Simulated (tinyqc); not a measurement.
Worked calculation: UHF in the sto-6g basis, for CH2, spin multiplicity 3. One step of it, computed by the program tinyqc.

Problem. Iteration 2: DIIS coefficients. Solve [B -1; -1 0][c; lambda] = [0; -1] for the coefficients, which sum to one.

B (overlaps of the stored error matrices):
```
[[5.5131242e-01, -9.5704295e-03],
 [-9.5704295e-03, 3.3483303e-02]]
```

Give: DIIS coefficients.

Solution.

DIIS coefficients: [0.0713, 0.9287]
